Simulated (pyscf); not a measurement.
## Routes from `[O]=[SnH][OH]`

Candidate steps break at most two bonds and form at most two. Each was searched with GFN2-xTB (tblite) first. Single points on ωB97X-D3(BJ)/def2-SVP structures (PySCF, gas phase). Energies: ωB97M-D3(BJ)/def2-TZVP, kcal/mol, from the reactant's lowest minimum found, singlet surface; ΔG‡ with ideal gas, 1 atm, RRHO with modes under 100 cm⁻¹ raised to 100, one conformer, R ln 2 for chiral ones without a mode under 150 cm⁻¹.

```
products                          type   ΔE‡     ΔE  ΔG‡ 298 K  ΔG‡ 900 K  ν‡ (cm⁻¹)
---------------------  ---------------  ----  -----  ---------  ---------  ---------
O=Sn: [singlet] + H₂O  1,1-elimination  37.3  -19.9       35.1       34.7      1395i
O=Sn=O + H₂                elimination  68.4  +46.7       65.3       66.7      1659i
```

Row 1: On the product side the descent ends in an adduct with a O–Sn contact, 13.9 kcal/mol under the separated species and 68.4 kcal/mol under the saddle at ωB97X-D3(BJ)/def2-TZVP. Row 2: On the reactant side the descent ends in a point that may be a rotor saddle (no frequency run), 2.7 kcal/mol over the lowest minimum found and 65.9 kcal/mol under the saddle at ωB97X-D3(BJ)/def2-TZVP. 

Plain bond fissions and candidates not yet searched are not listed, and one of them may be faster. Each barrier is that of the saddle found; lower ones may exist. Elements past Kr carry the def2 core potentials, without spin-orbit coupling.
